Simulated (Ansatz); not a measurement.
`CC(Cl)CF` + H₂O → `CC(O)Cl` + `CF` at 600 K and 1 bar (formal hydrolysis of a C–C bond).

Program: Ansatz. Geometries: PBE0-D4/def2-TZVP. ΔE: electronic, gas phase. CBS: MP2 limit from def2 TZ/QZ plus the TZ coupled-cluster correction, frozen cores. This one scheme is used for every species. Each species was taken in one conformer, which may not be the lowest.

```csv
species,CCSD(T)/CBS energy (Eh),H − E (kJ/mol),S (J/(mol·K))
`CC(Cl)CF`,-677.34151,285.2,404.9
H₂O,-76.37941,76.8,212.8
`CC(O)Cl`,-614.06791,233.5,365.8
`CF`,-139.63461,127.6,254.6
```

H − E and S are ideal-gas, rigid-rotor, harmonic terms from PBE0-D4/def2-TZVP, for one conformer and one mirror image of each species. 1 Eh = 2625.50 kJ/mol, R = 8.31446 J/(mol·K).

Q: By hand: ΔE, ΔH, ΔS and ΔG.

A: ΔE = (-614.06791) + (-139.63461) − (-677.34151) − (-76.37941) = 0.01840 Eh = 48.3 kJ/mol. Δ(H − E) = 233.5 + 127.6 − 285.2 − 76.8 = -0.9, so ΔH = 47.4 kJ/mol. ΔS = 365.8 + 254.6 − 404.9 − 212.8 = 2.7 J/(mol·K). ΔG = 47.4 − 600 × (2.7)/1000 = 45.8 kJ/mol.

Q: By hand: the equilibrium constant, and the temperature at which ΔG would vanish if ΔH and ΔS stayed fixed.

A: log₁₀ K = −ΔG/(RT ln 10) = -4.0. ΔG = 0 at ΔH/ΔS = 17556 K, far beyond where these terms or the molecules hold.

The number of gas molecules stays the same, so ΔS is small and ΔH decides. A doubt of 5 kJ/mol in ΔE shifts log₁₀ K by 0.4 here. Other conformers and mirror images would add mixing entropy, several J/(mol·K) or more a flexible species. These are equilibria of isolated gas molecules and say nothing of rates. Largest T1 diagnostic: 0.010 (customary marks: 0.02 for closed shells, 0.045 for open ones).
